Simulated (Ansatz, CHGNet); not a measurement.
# Chalcopyrite CdGeAs2: properties by level of theory

Reference values: lattice constant a 5.943 Å (measured, 298 K, no zero-point or thermal correction; as tabulated in Abstract on Scilit: Piezoelectric nonlinear optic CuGaSe2 and CdGeAs2: Crystal …); lattice parameter c 11.216 Å (measured, 298 K, not corrected to a static lattice; as tabulated in Abstract on Scilit: Piezoelectric nonlinear optic CuGaSe2 and CdGeAs2: Crystal …).

| level (code) | lattice parameter a (Å) | lattice parameter c (Å) |
|---|---|---|
| CHGNet 0.3.0 | 6.044 | (withheld) |
| PBE-D3(BJ) (Ansatz) | (withheld) | 11.305 |
| r²SCAN (Ansatz) | 5.982 | 11.296 |
| r²SCAN-D4 (Ansatz) | 5.961 | 11.243 |
| HSE06 (Ansatz) | 5.984 | 11.316 |

Question: Complete the blanks.

Answer: 
- CHGNet 0.3.0, lattice parameter c (Å): 11.592
- PBE-D3(BJ) (Ansatz, a program for electronic structure), lattice parameter a (Å): 5.973

Differences from the reference values (errors of the level alone only where the reference is corrected to a static lattice):

```
level         lattice constant a (%)  lattice parameter c (%)
------------  ----------------------  -----------------------
CHGNet 0.3.0                   +1.70                    +3.35
PBE-D3(BJ)                     +0.50                    +0.79
r²SCAN                         +0.66                    +0.71
r²SCAN-D4                      +0.30                    +0.24
HSE06                          +0.69                    +0.89
```

Nearest: lattice constant a, not ranked (reference at room or unstated temperature); lattice parameter c, not ranked (reference at room or unstated temperature).

Machine-learned potentials (CHGNet 0.3.0) are trained on DFT data: a solid inside that data is no test of them.

Ansatz's density-functional and Hartree–Fock values are scalar-relativistic unless marked +SOC, with PAW data made under PBE.

Differences are worked out from the printed values.

Computed values are for the static lattice.
